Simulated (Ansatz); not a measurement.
The cluster AlB₂. Total charge 0; quartet. Geometry r2SCAN-D4/def2-TZVP; atoms count from 1.

Cartesian coordinates in Å:
```
B 0.7679 0.7011 0.0266
B 0.5558 -0.8790 -0.0073
Al -1.3237 0.1780 -0.0193
```

At PBE0-D4/def2-TZVP a doublet of charge 0 lies 0.22 eV below the quartet, each at its own geometry. The structure comes from a short search, and lower isomers may exist.

Question: Estimate the Mulliken populations from the PBE0/def2-TZVP orbitals of Ansatz.

Answer: 
| atom | charge (e) | spin (α − β) |
| --- | --- | --- |
| B1 | -0.09 | 1.20 |
| B2 | -0.09 | 1.20 |
| Al3 | 0.17 | 0.60 |
Mulliken values depend strongly on the basis.

Question: Where does the spin sit?

Answer: Summed by element: B 2.40, Al 0.60, of 3 unpaired in all. Largest on single atoms: B1 1.20, B2 1.20, Al3 0.60.

Question: And the Mayer bond orders between heavy atoms (over 0.3)?

Answer: B1–B2 1.48 (1.59 Å); B1–Al3 0.91 (2.16 Å); B2–Al3 0.91 (2.16 Å).
